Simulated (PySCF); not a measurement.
Level of theory and adiabatic energies of losing or gaining an electron: ethynol anion

Structure: `C#C[O-]` ([C2HO]-).

All levels share the PBE0-D3(BJ)/ma-def2-SVP structures and the PBE0-D3(BJ)/ma-def2-SVP thermal terms; only the single-point energies (PySCF) change. Values are adiabatic energies of losing or gaining an electron (0 K, eV).

| level | detachment energy to the radical | abs. error | time |
| --- | --- | --- | --- |
| HF/ma-def2-TZVP | 0.97 | 1.36 | 2.7 s |
| CCSD(T)/ma-def2-TZVP | 2.18 | 0.15 | 7.7 min |
| ωB97X-D3(BJ)/ma-def2-TZVP | 2.26 | 0.07 | – |
| MP2/ma-def2-TZVP | 2.49 | 0.16 | 11 s |
| ATcT 1.112 | 2.34 |  |  |

Times are wall times for all single points of a level on 1 thread of Arm Neoverse V2, a shared host; the dash marks the run that also made the structures.

Hartree-Fock leaves out electron correlation, so its ionisation energies and electron affinities from energy differences come out too low, often by 1 eV or more.

The spread: 1.52 eV, from 0.97 to 2.49.
